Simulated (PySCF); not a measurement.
Species: 3-chlorofuran, C4H3ClO.
SMILES: `ClC1=COC=C1`

Method: PBE0-D3(BJ)/def2-SVP geometry optimisation, gas phase (PySCF 2.14.0).

Take the most abundant isotopes and a rigid rotor. 

(1) Give the principal moments of inertia and the rotational constants in MHz.

(2) What kind of rotor is it?

(3) What does the inertial defect say?

(4) Give the coordinates in the principal-axis frame, origin at the centre of mass.

(5) List the rotational levels J(Ka,Kc) to J = 2 (MHz).

(6) Which types of transition are allowed, and where do some lines up to J = 2 fall?

(7) Estimate the classical rotational partition function at 25 K, 50 K and 500 K.

## Answers

(1) Ia = 53.87, Ib = 248.51, Ic = 302.38 u·Å²; 505379 MHz·u·Å²/I gives A = 9381, B = 2034, C = 1671 MHz.

(2) A near-prolate asymmetric top; Ray's κ = -0.906.

(3) Planar: Δ = Ic − Ia − Ib = 0.00 u·Å². For a rigid frame Δ = −2 Σ m c², so it vanishes when all atoms lie in the ab plane; here none is more than 0.01 Å from it.

(4) The sense of each axis is arbitrary; atoms in the order of the calculation.
```
atom  mass (u)   a (Å)   b (Å)  c (Å)
 Cl1    34.969   1.942   0.006  0.000
  C2    12.000   0.230  -0.012  0.000
  C3    12.000  -0.607  -1.171  0.000
  C4    12.000  -1.880  -0.687  0.000
  O5    15.995  -1.879   0.660  0.000
  C6    12.000  -0.597   1.075  0.000
  H7     1.008  -0.289  -2.210  0.000
  H8     1.008  -2.855  -1.167  0.000
  H9     1.008  -0.415   2.145  0.000
```

(5) Above 0(0,0):
J = 1: 1(0,1) 3705, 1(1,1) 11052, 1(1,0) 11414
J = 2: 2(0,2) 11102, 2(1,2) 18100, 2(1,1) 19187, 2(2,1) 41228, 2(2,0) 41241
Those of J = 1 are B + C, A + C and A + B.

(6) The dipole components are |μa| = 0.99 D, |μb| = 0.41 D, |μc| = 0.00 D; the mirror of this Cs structure is the ab plane, so μc vanishes by symmetry and there are no c-type lines. Intensities carry the squares of the components, which stand as 1.00 : 0.17 (a : b). Some lines, for components of 0.1 D or more:

```tsv
type	branch	J(Ka,Kc)	MHz	lower level (cm⁻¹)
a	Q	1(1,0) ← 1(1,1)	362	0.369
a	Q	2(1,1) ← 2(1,2)	1087	0.604
a	R	1(0,1) ← 0(0,0)	3705	0.000
a	R	2(1,2) ← 1(1,1)	7048	0.369
a	R	2(0,2) ← 1(0,1)	7397	0.124
b	Q	1(1,0) ← 1(0,1)	7709	0.124
a	R	2(1,1) ← 1(1,0)	7772	0.381
b	Q	2(1,1) ← 2(0,2)	8085	0.370
b	R	1(1,1) ← 0(0,0)	11052	0.000
b	R	2(1,2) ← 1(0,1)	14395	0.124
b	Q	2(2,0) ← 2(1,1)	22055	0.640
b	Q	2(2,1) ← 2(1,2)	23128	0.604
b	R	2(2,1) ← 1(1,0)	29814	0.381
b	R	2(2,0) ← 1(1,1)	30189	0.369
```

(7) Point group Cs, symmetry number σ = 1; q = (√π/σ)·√((kT/h)³/(ABC)), k/h = 20836.6 MHz/K: 3730 at 25 K, 10600 at 50 K, 334000 at 500 K.

No frequency check. Constants of a rigid frame at the computed geometry: no zero-point averaging, no centrifugal distortion. Quadrupole hyperfine structure (35Cl) is left out.
